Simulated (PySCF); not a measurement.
# Identify the compound

An unknown has the formula C₄H₃NO. Its calculated NMR data are:

$^{1}$H NMR (400 MHz, computed): δ 3.04 (t, J = 10.4 Hz, 1H), 2.74 (d, J = 10.4 Hz, 2H).

$^{13}$C{$^{1}$H} NMR (computed): δ 200.9 (C), 122.6 (C), 13.7 (CH), 11.3 (CH2).

All values are calculated (PySCF 2.14.0 with density-fitted response routines): PBE0/pcSseg-1 with gauge-including orbitals, spin–spin couplings from B3LYP/pcJ-1, geometry: PBE0-D3(BJ)/def2-SVP. Relativity neglected, one averaged value for each set of equivalent atoms, gas phase, a single conformation.

Shifts are taken against calculated references (same method and geometry level): TMS for $^{1}$H, $^{13}$C.

Problem. Propose a structure and justify it.

Solution. 
- Rings plus π bonds: 4 (no ring in the answer).
- 4 carbon signals for 4 carbons: no two carbons are equivalent.
- Carbon types of the structure: 2 × C, 1 × CH, 1 × CH2, which accounts for all hydrogens.
- δC 200.9: central carbon of a ketene.
- δC 122.6: nitrile carbon; C≡N carbons fall here, among the sp2 signals but without a proton.
- δC 13.7: terminal carbon of a ketene.
- δC 11.3: allylic sp3 CH2; aliphatic region, no heteroatom directly attached.
- δH 3.04: hydrogen on a terminal carbon of a ketene.
- δH 2.74: hydrogen on an allylic sp3 CH2; allylic position.
- The protons at 2.74 and 3.04 share a coupling of 10.4 Hz (vicinal).

Structure: `N#CCC=C=O`.

The data come from this structure; uniqueness wasn't tested.

Splittings below 1 Hz are ignored in the labels, and close J values are merged. Unscaled 3J(H,H) at this level run about 10 % above measured values. Shifts are as computed. Against solution values, carbons near 30 ppm lie about +2 ppm off and those near 130 ppm about +5 ppm. Of 1211 compounds with measured shifts, 218 miss one by over three times the rms of a fit or turn the order of signals round; such compounds aren't used in these exercises. Couplings across =CH–CH2 type bonds come from one rotamer and its mirror image, and can be 1–2 Hz further off.
